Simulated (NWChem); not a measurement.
A series in which one site is exchanged, each optimised at PBE0/def2-SVP with NWChem, gas phase unless a solvent is named. 

A: [F][GeH3] (GeH3F; site = Ge)
B: [TiH3][F] (TiH$_{3}$F; site = Ti)
C: [SiH3]F (SiH3F; site = Si)
D: CF (CH3F; site = C)

Values for A:

```
Quantity                                                  Value
--------------------------------------------------------  -----
dipole (D), PBE0/def2-SVP                                  2.11
orbital gap (eV), PBE0/def2-SVP                            9.67
lowest singlet excitation, CAM-B3LYP/def2-SVPD, TDA (eV)   7.86
```

**Question.** How do these values change for the other members?

**Answer.** 
```tsv
change from A	B	C	D
dipole (D), PBE0/def2-SVP	-1.64	-0.69	-0.37
orbital gap (eV), PBE0/def2-SVP	-3.53	+0.41	+2.10
lowest singlet excitation, CAM-B3LYP/def2-SVPD, TDA (eV)	-4.45	+0.25	+1.45
```
